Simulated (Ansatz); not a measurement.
Process, species as SMILES: C#N (CH-N) + 3 [H][H] (H2) → C (CH4) + N (NH3)
B3LYP-D3(BJ)/def2-TZVP geometries, fixed; electronic energies without zero-point terms.

Basis-set convergence of the energy of full hydrogenation at PBE0 with Ansatz (a first-principles code). Cartesian d functions, on some or all atoms, in 6-31G**; all else is spherical. The program fits the integrals of some runs and decomposes those of others, by size. No added dispersion term, no relativity. Functions are those of the species that has most. Reference: the value in aug-pcseg-3, -88.42 kcal/mol, itself unsure by roughly 0.05 kcal/mol (its mean distance from aug-cc-pVQZ, def2-QZVPPD, pcseg-3). Deviations are taken from unrounded values.

| basis | functions | energy of full hydrogenation (kcal/mol) | minus reference (kcal/mol) |
|---|---|---|---|
| 6-31G | 20 | -88.23 | 0.19 |
| def2-SV(P) | 30 | -79.06 | 9.36 |
| def2-SVP | 34 | -88.84 | -0.42 |
| pcseg-1 | 34 | -86.08 | 2.34 |
| 6-31G** | 35 | -87.51 | 0.91 |
| 6-311+G** | 50 | -88.17 | 0.25 |
| aug-cc-pVDZ | 59 | -92.66 | -4.24 |
| cc-pVTZ | 86 | -87.05 | 1.38 |
| def2-TZVPP | 87 | -87.82 | 0.60 |
| def2-TZVPPD | 105 | -88.59 | -0.17 |
| aug-cc-pVTZ | 138 | -88.65 | -0.23 |
| aug-pcseg-2 | 138 | -88.79 | -0.36 |
| def2-QZVPPD | 195 | -88.35 | 0.08 |
